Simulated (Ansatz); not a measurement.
HN–SH, quartet: reading a ladder of total energies

Geometry: that of the HN–SH, doublet, kept fixed. The doublet lies 5.9 eV lower here.

```xyz
4

N     0.0000   -0.1878    1.0997
S     0.0000    0.0962   -0.5000
H     0.0000    0.7404    1.5312
H     0.0000   -1.1895   -0.9067
```

Basis cc-pVDZ; Ansatz 0.2.0. Correlated methods freeze the noble-gas cores, which leaves 13 electrons in 36 orbitals. Prefix R: restricted or restricted open-shell reference; prefix U: unrestricted.

Full CI isn't at hand for all of this; UCCSDT(Q) serves as the reference, and is uncertain by about the last step of the cluster series.

Runs differ by some tens of microhartree through their thresholds and, for an open shell, their frozen cores, so steps under 0.03 kcal/mol mean nothing.

```csv
level,total energy (hartree)
UHF,-452.875144
UMP2,-453.145571
UCCSD,-453.179340
UCCSD(T),-453.190262
UCCSDT,-453.191859
UCCSDT(Q),-453.193036
```

What is the correlation energy at UCCSDT(Q), and what share of it do UMP2 and UCCSDT recover?

E(corr) = -453.193036 − (-452.875144) = -0.317892 hartree = -8.650 eV. UMP2: -0.270427 / -0.317892 = 85.07 %. UCCSDT: -0.316715 / -0.317892 = 99.63 %.

By how many kcal/mol does UCCSD(T) miss UCCSDT(Q) (1 hartree = 627.509 kcal/mol), and which steps make up the rest?

-453.190262 − (-453.193036) = 0.002774 hartree = 1.74 kcal/mol. Steps: UCCSDT − UCCSD(T) = -1.00, UCCSDT(Q) − UCCSDT = -0.74 kcal/mol. Differences between like states or geometries often cancel part of this.
